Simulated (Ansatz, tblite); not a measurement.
Removing and adding an electron: Si(CN)H3 (CH3NSi). Charge 0, multiplicity 1. Geometry: PBE0-D4/def2-TZVP. Ansatz, gas phase; energy differences of separate SCF runs; the oxidised species was run as a doublet alone; the reduced species was run as a doublet alone.

```xyz
6

Si    0.298   -0.233    0.447
C    -0.643    0.506   -0.962
N    -1.230    0.962   -1.842
H     0.082   -1.696    0.406
H    -0.233    0.355    1.695
H     1.725    0.106    0.256
```

The xTB rows come from tblite. Correlated methods freeze 7 core orbitals. In CCSD on the charge 1 doublet the largest single amplitude is 0.28, so its Hartree–Fock determinant may place the open shell otherwise than the density functionals do. HOMO above LUMO, or a gap near zero within one spin, warns that the state may not be the lowest or that an electron is smeared out.

| level | −HOMO (eV) | vertical IE (eV) | −LUMO (eV) | vertical EA (eV) | HOMO–LUMO gap (eV) | IE − EA (eV) | remarks |
| --- | --- | --- | --- | --- | --- | --- | --- |
| GFN1-xTB | 12.91 | 16.05 | 7.88 | 4.40 | 5.02 | 11.65 | – |
| GFN2-xTB | 11.30 | 14.95 | 6.99 | 3.27 | 4.30 | 11.68 | – |
| PBE-D4/def2-TZVPD | 8.55 | – | 1.66 | -0.79 | 6.88 | – | HOMO above zero (-1 doublet), gap within one spin near zero (-1 doublet) |
| r2SCAN-D4/def2-TZVP | 8.83 | 12.04 | 1.39 | – | 7.44 | – | – |
| r2SCAN-D4/def2-TZVPD | 8.84 | – | 1.42 | -0.92 | 7.41 | – | HOMO above zero (-1 doublet) |
| PBE0-D4/def2-TZVP | 9.86 | 12.22 | 0.62 | – | 9.24 | – | – |
| PBE0-D4/def2-TZVPD | 9.87 | – | 0.68 | -0.93 | 9.19 | – | HOMO above zero (-1 doublet) |
| CCSD/def2-TZVPD | – | – | – | -1.18 | – | – | HOMO above zero (-1 doublet), large T1 (0.049) (-1 doublet) |
| CCSD/def2-TZVPP | – | 12.61 | – | – | – | – | large T1 (0.053) (+1 doublet) |
| CCSD(T)/def2-TZVPD | – | – | – | -1.15 | – | – | HOMO above zero (-1 doublet), large T1 (0.049) (-1 doublet) |
| CCSD(T)/def2-TZVPP | – | 12.70 | – | – | – | – | large T1 (0.053) (+1 doublet) |

Run but left out: HF/def2-TZVPP, MP2/def2-TZVPP (charge +1 doublet: a determinant that CCSD turns far, T1 0.053); PBE-D4/def2-TZVP (charge +1 doublet: an occupied level 0.01 eV above an empty one); HF/def2-TZVPD, MP2/def2-TZVPD (charge -1 doublet: a determinant that CCSD turns far, T1 0.049).   A HOMO above zero means that the electron is unbound at that level or that self-interaction error raises the level; the energy of removing that electron tells which. Raw xTB energy differences between charge states are shifted by several eV; the methods need an empirical correction for them. A negative affinity means that the extra electron isn't bound; its size then hangs on the basis.
